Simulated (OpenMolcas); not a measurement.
SiHCl (SMILES [SiH]Cl): methods side by side

SiHCl: 3 atoms, total charge 0, spin state singlet. As SMILES, `[SiH]Cl`. The coordinates come from a PBE0-D4/def2-TZVP relaxation.

```xyz
3

Si   -0.5483    0.5710   -0.2339
Cl    1.2754    0.3528    0.7362
H    -0.7271   -0.9238   -0.5023
```

Quantity: the dipole moment, in D. The values are calculated.

```json
{"level": "HF/cc-pVTZ", "kind": "Hartree–Fock", "program": "OpenMolcas", "value (D)": "1.26"}
{"level": "SVWN5/cc-pVTZ", "kind": "LDA", "program": "OpenMolcas", "value (D)": "0.88"}
{"level": "revPBE/cc-pVTZ", "kind": "GGA", "program": "OpenMolcas", "value (D)": "0.81"}
{"level": "TPSS/cc-pVTZ", "kind": "meta-GGA", "program": "OpenMolcas", "value (D)": "0.86"}
{"level": "BHLYP/cc-pVTZ", "kind": "global hybrid", "program": "OpenMolcas", "value (D)": "1.17"}
```

The values span 0.81 to 1.26 D. Magnitudes only.
